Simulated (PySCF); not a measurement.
# From computed data to an observable: refractive index and permittivity of the vapour

thiophene (C4H4S), SMILES c1cccs1.

Geometry optimised at PBE0-D3(BJ)/def2-SVP.

PySCF with CAM-B3LYP/def2-TZVP gives a mean static polarisability of 59.0 bohr³ and a dipole moment of 0.48 D. Take an ideal gas at 298.15 K and 1 bar, whether or not the substance is that volatile.

Q: Work out n − 1 in the optical limit and the static ε − 1.

A: 
Polarisability volume α' = 59.0 × 0.148185 = 8.74 Å³. Number density N = p/kT = 2.43e-5 Å⁻³.
Dilute limit of Lorentz–Lorenz: n − 1 = 2π N α' = 0.0013.
Orientation term of Debye: μ²/(3kT) = 8.098 Å³ × μ²(D²) = 1.87 Å³.
ε − 1 = 4π N (α' + μ²/3kT) = 0.0032. Orientation of the dipole supplies 18 % of the static response; it can't follow optical fields. Vibrational polarisation and dispersion are left out.
